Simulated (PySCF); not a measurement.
Orbital picture of SiN⁺

UHF at R = 1.795 Å; basis Si 6-311G(d,p), N 6-311G(d,p); no relativity; PySCF 2.14. State: ³Σ⁻ (triplet), unpaired electrons π ↑↑. Only the outer orbitals are listed, counted within each symmetry.

```json
{"spin": "α", "orbital": "5σ", "occ.": "1", "ε (eV)": "-38.68", "on Si (%)": "9", "main shells (%)": "88 N s"}
{"spin": "α", "orbital": "6σ", "occ.": "1", "ε (eV)": "-23.96", "on Si (%)": "56", "main shells (%)": "55 Si s, 33 N p, 11 N s"}
{"spin": "α", "orbital": "2π", "occ.": "1", "ε (eV)": "-21.73", "on Si (%)": "8", "main shells (%)": "92 N p"}
{"spin": "α", "orbital": "2π", "occ.": "1", "ε (eV)": "-21.73", "on Si (%)": "8", "main shells (%)": "92 N p"}
{"spin": "α", "orbital": "7σ", "occ.": "1", "ε (eV)": "-18.79", "on Si (%)": "62", "main shells (%)": "37 N p, 35 Si s, 25 Si p"}
{"spin": "α", "orbital": "3π", "occ.": "0", "ε (eV)": "-6.66", "on Si (%)": "95", "main shells (%)": "95 Si p"}
{"spin": "α", "orbital": "3π", "occ.": "0", "ε (eV)": "-6.66", "on Si (%)": "95", "main shells (%)": "95 Si p"}
{"spin": "α", "orbital": "8σ", "occ.": "0", "ε (eV)": "-2.89", "on Si (%)": "107", "main shells (%)": "94 Si p"}
{"spin": "β", "orbital": "5σ", "occ.": "1", "ε (eV)": "-32.02", "on Si (%)": "23", "main shells (%)": "72 N s, 15 Si s"}
{"spin": "β", "orbital": "6σ", "occ.": "1", "ε (eV)": "-22.45", "on Si (%)": "62", "main shells (%)": "60 Si s, 19 N p, 19 N s"}
{"spin": "β", "orbital": "7σ", "occ.": "1", "ε (eV)": "-17.88", "on Si (%)": "51", "main shells (%)": "45 N p, 31 Si p, 18 Si s"}
{"spin": "β", "orbital": "2π", "occ.": "0", "ε (eV)": "-7.68", "on Si (%)": "87", "main shells (%)": "86 Si p, 13 N p"}
{"spin": "β", "orbital": "2π", "occ.": "0", "ε (eV)": "-7.68", "on Si (%)": "87", "main shells (%)": "86 Si p, 13 N p"}
{"spin": "β", "orbital": "3π", "occ.": "0", "ε (eV)": "-2.31", "on Si (%)": "19", "main shells (%)": "81 N p, 14 Si p"}
```

Question: Which are the highest filled and the lowest empty level, where do they sit, and how wide is the gap?

Answer: Highest filled β 7σ at -17.88 eV (in %: 45 N p, 31 Si p, 18 Si s); lowest empty β 2π at -7.68 eV (in %: 86 Si p, 13 N p); the gap at UHF is 10.20 eV.

* bond order (Mayer): 1.07
* ⟨S²⟩: 2.015
* charge on Si (Mulliken, basis-dependent): 1.21
* charge on Si (Löwdin, basis-dependent): 1.09
* dipole moment (positive dipole points towards N; it is taken about the centre of mass and depends on that origin): -3.21 D
* polarisability along the bond: 27.0 bohr³
* polarisability across the bond: 33.8 bohr³

Shares are Mulliken populations and can fall outside 0 to 100 %.

The state is the lowest determinant that a PBE0 search found; another state may lie lower at other levels.
